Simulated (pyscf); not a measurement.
H₂N–Sn(NH₂)(NH₂)–NH₂ + water (H₂O) → ammonia (NH₃) + H₂N–Sn(NH₂)(NH₂)–OH, a four-centre exchange (singlet surface; N–Sn, H–O broken, H–N, O–Sn formed). Single points on ωB97X-D3(BJ)/def2-SVP structures (PySCF, gas phase). Energies in kcal/mol from the separated reactants.

AM1 to PM7: differences of heats of formation from MOPAC, which are fitted to 298 K values and so differ in kind from electronic energies by zero-point and thermal terms. 

**Question.** Quick PM7 single points give ΔE‡ = 16.5 kcal/mol and ΔE = -2.5 kcal/mol. What does ωB97M-D3(BJ)/def2-TZVP give, and how far is the quick result from it?

**Answer.** ωB97M-D3(BJ)/def2-TZVP gives ΔE‡ = 1.0 kcal/mol and ΔE = -8.0 kcal/mol. PM7 lies 15.5 kcal/mol over it in the barrier and 5.6 kcal/mol over it in the reaction energy, so on this step it does not hold to within 3.0 kcal/mol. ωB97M-D3(BJ)/def2-TZVP has limits of its own. On the reactant side the descent ends in a bound adduct (not fully relaxed), 10.8 kcal/mol under the separated species and 10.8 kcal/mol under the saddle at ωB97X-D3(BJ)/def2-TZVP. On the product side the descent ends in an adduct with a N–Sn contact (not fully relaxed), 11.1 kcal/mol under the separated species and 18.8 kcal/mol under the saddle at ωB97X-D3(BJ)/def2-TZVP. What is counted as broken (N–Sn) persists as a longer contact in the product adduct; parting that adduct is a step of its own. This is the saddle that the search found; another between the same sides may lie lower. In the def2 sets elements past Kr carry core potentials, without spin-orbit coupling.
